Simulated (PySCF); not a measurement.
Simulated outer-valence photoelectron spectrum of `N(/[H])=C/CF`. Level of theory: EOM-IP-CCSD/aug-cc-pVDZ in PySCF, restricted Hartree–Fock reference, frozen core, non-relativistic, gas phase, PBE0-D3(BJ)/def2-SVP geometry.

Each root has a Gaussian of 0.8 eV full width with its one-hole share as area; cross sections and vibrations are left out, and the highest printed point is 100.

(ionisation energy (eV), intensity): (9.2, 0), (9.4, 0), (9.6, 2), (9.8, 7), (10.0, 17), (10.2, 29), (10.4, 34), (10.6, 28), (10.8, 17), (11.0, 8), (11.2, 6), (11.4, 11), (11.6, 23), (11.8, 33), (12.0, 33), (12.2, 24), (12.4, 12), (12.6, 5), (12.8, 2), (13.0, 4), (13.2, 13), (13.4, 31), (13.6, 55), (13.8, 68), (14.0, 60), (14.2, 38), (14.4, 20), (14.6, 16), (14.8, 23), (15.0, 33), (15.2, 33), (15.4, 24), (15.6, 13), (15.8, 5), (16.0, 1), (16.2, 0), (16.4, 0), (16.6, 0), (16.8, 2), (17.0, 9), (17.2, 27), (17.4, 58), (17.6, 90), (17.8, 100), (18.0, 79), (18.2, 44), (18.4, 18), (18.6, 5), (18.8, 1), (19.0, 0)

**Question.** Where are the maxima, and how many lines lie under the curve?

**Answer.** 5 maxima, at 10.4, 11.9, 13.8, 15.1 and 17.8 eV, from 8 lines. At this width some lines have no maximum of their own.

**Question.** List the lines with their holes.

**Answer.** 
| E (eV) | leading hole (HF orbital) | area | Koopmans (eV) |
| --- | --- | --- | --- |
| 10.39 | HOMO | 0.94 | 11.82 |
| 11.91 | HOMO-1 | 0.96 | 12.05 |
| 13.81 | HOMO-2 | 0.95 | 15.33 |
| 13.84 | HOMO-3 | 0.94 | 15.89 |
| 15.12 | HOMO-4 | 0.95 | 16.45 |
| 17.72 | HOMO-5 | 0.94 | 19.33 |
| 17.73 | HOMO-6 | 0.94 | 19.83 |
| 17.83 | HOMO-7 | 0.93 | 20.11 |

The widest gap, 2.60 eV, lies between 15.12 and 17.72 eV. Only orbitals with −ε under 21 eV, eight at most, were ionised, so the high end of the curve may lack lines.

The values belong to the conformer `[H]/[N:1]=[CH:2]\[CH2:3][F:4]`: N1–C2–C3–F4 0°.
